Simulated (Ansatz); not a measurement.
Consider the hydrogenolysis of a C–F bond: `CC(F)CCF` + H₂ → `CCCCF` + H–F.

Isolated molecules relaxed with PBE0-D4/def2-TZVP in Ansatz; ΔE leaves out vibrations. CCSD(T)/CBS is the MP2 limit (def2-TZVPP, def2-QZVPP) plus CCSD(T) − MP2 in def2-TZVPP, frozen cores. This one scheme is used for every species. DFT in def2-TZVPP. One conformer a species, not always the lowest.

```
      level  ΔE (kJ/mol)
LDA (SPW92)        -68.1
 r2SCAN0-D4        -75.5
```

What does CCSD(T)/CBS give? (Estimate.)

Ansatz gave: -83.3 kJ/mol. The listed levels differ from it by 15.2, 7.8 kJ/mol.

Largest T1 diagnostic among the species: 0.010.

At CCSD(T), def2-SVP lies +13.4 kJ/mol from the extrapolated value and def2-TZVPP +2.3 kJ/mol. From BLYP to BHLYP (50 % exact exchange), in def2-TZVPP and without D4, ΔE moves by −7.8 kJ/mol.

CCSD(T)/CBS has its own doubt, a few kJ/mol and more with outer-core shells, so smaller differences from it don't rank the levels.
